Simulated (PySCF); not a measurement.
C4H8, SMILES C=C(C)C. Atoms are numbered in the order given.

```xyz
12

C     -1.2742     0.0000    -0.6796
C      0.0000     0.0000     0.1237
C      1.2742     0.0000    -0.6796
C      0.0000     0.0000     1.4633
H     -1.3225    -0.8840    -1.3400
H     -1.3225     0.8840    -1.3400
H     -2.1672     0.0000    -0.0379
H      1.3225    -0.8840    -1.3400
H      2.1672     0.0000    -0.0379
H      1.3225     0.8840    -1.3400
H      0.9330     0.0000     2.0344
H     -0.9330     0.0000     2.0344
```
Charge 0, spin multiplicity 1.

Coordinates come from a B3LYP-D3(BJ)/def2-SVP optimisation.

Calculation: PBE/def2-TZVP (PySCF).

Symmetry labels are those of the subgroup C2v that the program uses (full group C2v).

Task: List the valence orbital energies around the gap with their symmetry. (The exact figures need the calculation; the answer reports its results.)

Result: 
```csv
orbital,symmetry,energy (eV)
HOMO−7,B1,-10.99
HOMO−6,A1,-10.76
HOMO−5,B2,-10.49
HOMO−4,A2,-9.27
HOMO−3,B1,-8.85
HOMO−2,A1,-8.73
HOMO−1,B1,-8.11
HOMO,B2,-5.92
LUMO,B2,-0.54
LUMO+1,A1,0.49
LUMO+2,B1,1.73
LUMO+3,A1,1.74
```
